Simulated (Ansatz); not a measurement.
in.yaml

```yaml
crystal:
  periodic: [false, false, false]
  atoms:
    - {symbol: Ge, position_ang: [0.000000, 0.015295, 0.254755]}
    - {symbol: B, position_ang: [0.000000, -0.169422, -1.683611]}
    - {symbol: H, position_ang: [0.000000, 1.310352, 1.093730]}
    - {symbol: H, position_ang: [0.000000, -1.198297, 1.192594]}
    - {symbol: H, position_ang: [0.000000, 0.602851, -2.587791]}
basis:
  gaussian: {orbitals: cc-pVDZ}
total_charge: 1
magnetization: {spin_polarized: false, initial_magnetization: 1}
hamiltonian: {xc: {name: PBE}}
correlation: {method: ccsd, electrons: outside_noble_gas}
output: {forces: true}
```

```sh
$ ansatz run in.yaml --threads 1 --pin off --events-out ev --progress --plain --max-ram 2393MiB
```

Question: Roughly how long does this take on 1 thread of Arm Neoverse V2, shared host, and how much host memory?

Answer: 9 s wall and 0.19 GiB.

```
590 factors; integrals over basis functions are off by at most 1.1e-3 eV
mean field evaluation 1: about -57219.3816 eV, gradient 1.7e1 eV
mean field evaluation 2: about -57219.3764 eV, gradient 1.7e1 eV
mean field evaluation 4: about -57220.2383 eV, gradient 1.0e1 eV
mean field evaluation 8: about -57220.8145 eV, gradient 5.5e-2 eV
mean field evaluation 16: about -57220.8145 eV, gradient 3.8e-6 eV
mean field evaluation 32: about -57220.6956 eV, gradient 1.3e0 eV
mean field -57220.81453443 eV, -2102.8261484793 hartree, gradient 3.8e-6 eV, S^2 0.750000; 6 other end points of the search recorded, 0 dependent functions left out
mean field evaluation 64: about -57181.4258 eV, gradient 1.4e-4 eV
mean field evaluation 96: about -57181.1610 eV, gradient 5.5e-3 eV
15 core orbitals not correlated: weight in the atoms' cores, before any rotation towards them, 0.999 or more for the frozen orbitals, at most 0.000 for the correlated occupied ones
reference -57180.58222573 eV, -2101.3476384049 hartree; 5, 4 occupied and 36, 37 virtual orbitals, 590 factors
second order -3.96475287 eV of doubles, -0.38406373 eV of singles
cycle   1  -4.88476625 eV  change   -5.4e-1 eV  update   6.6e-2
cycle   2  -5.06628431 eV  change   -1.8e-1 eV  update   2.6e-2
cycle   3  -5.13548586 eV  change   -6.9e-2 eV  update   1.0e-2
cycle   4  -5.13849955 eV  change   -3.0e-3 eV  update   3.5e-3
cycle   5  -5.13907083 eV  change   -5.7e-4 eV  update   1.4e-3
cycle   6  -5.13916567 eV  change   -9.5e-5 eV  update   6.5e-4
cycle   7  -5.13923052 eV  change   -6.5e-5 eV  update   2.4e-4
cycle   8  -5.13931929 eV  change   -8.9e-5 eV  update   8.5e-5
cycle   9  -5.13931680 eV  change    2.5e-6 eV  update   3.6e-5
cycle  10  -5.13931080 eV  change    6.0e-6 eV  update   1.4e-5
cycle  11  -5.13931285 eV  change   -2.0e-6 eV  update   6.8e-6
cycle  12  -5.13931086 eV  change    2.0e-6 eV  update   2.9e-6
cycle  13  -5.13931138 eV  change   -5.2e-7 eV  update   1.2e-6
cycle  14  -5.13931081 eV  change    5.6e-7 eV  update   5.6e-7
cycle  15  -5.13931069 eV  change    1.2e-7 eV  update   2.8e-7
cycle  16  -5.13931062 eV  change    6.8e-8 eV  update   1.4e-7
the calculation of the forces begins
Total energy: -57185.72153635 eV, -2101.5365045868 hartree
Atom 0 at     0.000000     0.015295     0.254755 Å, force     0.000000    -1.250842     1.598387 eV/Å
Atom 1 at     0.000000    -0.169422    -1.683611 Å, force    -0.000000     2.014501     0.282672 eV/Å
Atom 2 at     0.000000     1.310352     1.093730 Å, force     0.000000     0.189882    -0.666059 eV/Å
Atom 3 at     0.000000    -1.198297     1.192594 Å, force    -0.000000    -0.070885    -0.180803 eV/Å
Atom 4 at     0.000000     0.602851    -2.587791 Å, force     0.000000    -0.882655    -1.034197 eV/Å
Dipole moment:    -0.000000    -0.069385    -0.502214 e Å
```

Forces (eV/Å):
```
Ge   0.000 -1.251  1.598
B    0.000  2.015  0.283
H    0.000  0.190 -0.666
H    0.000 -0.071 -0.181
H    0.000 -0.883 -1.034
```
